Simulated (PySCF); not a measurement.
# Isomers of C6H14: computed energies against enthalpies of formation

**The experiment to reproduce.**

From CRC Handbook of Chemistry and Physics, for the gas at 298.15 K: enthalpy of formation of `CCC(C)(C)C` (2,2-dimethylbutane) -185.9 kJ/mol; enthalpy of formation of `CC(C)C(C)C` (2,3-dimethylbutane) -178.1 kJ/mol; enthalpy of formation of `CCCC(C)C` (2-methylpentane) -174.6 kJ/mol; enthalpy of formation of `CCCCCC` (hexane) -166.9 kJ/mol.

The runs below try to reproduce these values; the comparison stands at the end.

Differences of these values give the isomerisation enthalpies. Geometries: PBE0-D3(BJ)/def2-SVP; runs in PySCF, gas phase, with a dispersion term only where the level names one. Total electronic energies (Eh):

| SMILES | PBE0-D3(BJ)/def2-SVP | CAM-B3LYP/def2-SVPD |
| --- | --- | --- |
| CCC(C)(C)C | -236.62856 | -236.77078 |
| CC(C)C(C)C | -236.62713 | -236.76861 |
| CCCC(C)C | -236.62748 | -236.76977 |
| CCCCCC | -236.62674 | -236.76944 |

Zero-point and thermal terms are left out, so the computed numbers are electronic energies.

## Comparison

Relative to `CCC(C)(C)C`, the lowest by measurement, in kJ/mol (measured: enthalpies at 298.15 K; computed: electronic energies):

```csv
SMILES,measured,PBE0-D3(BJ)/def2-SVP,CAM-B3LYP/def2-SVPD
CCC(C)(C)C,0.0,0.0,0.0
CC(C)C(C)C,7.8,3.8,5.7
CCCC(C)C,11.3,2.9,2.7
CCCCCC,19.0,4.8,3.5
```

Measured values: -185.9 kJ/mol (298.15 K; CRC Handbook of Chemistry and Physics) for the first row; the others come from the same table. Mean unsigned miss over the other isomers: CAM-B3LYP/def2-SVPD 8.7, PBE0-D3(BJ)/def2-SVP 8.9 kJ/mol. One conformer stands for `CC(C)C(C)C`, `CCCC(C)C` and `CCCCCC`, not necessarily the lowest, while the measurement averages over conformers. Where a level misses, the cause wasn't examined.

The values belong to the conformer `[CH3:1][CH2:2][CH2:3][CH:4]([CH3:5])[CH3:6]`: C1–C2–C3–C4 -176°, C2–C3–C4–C5 174°.
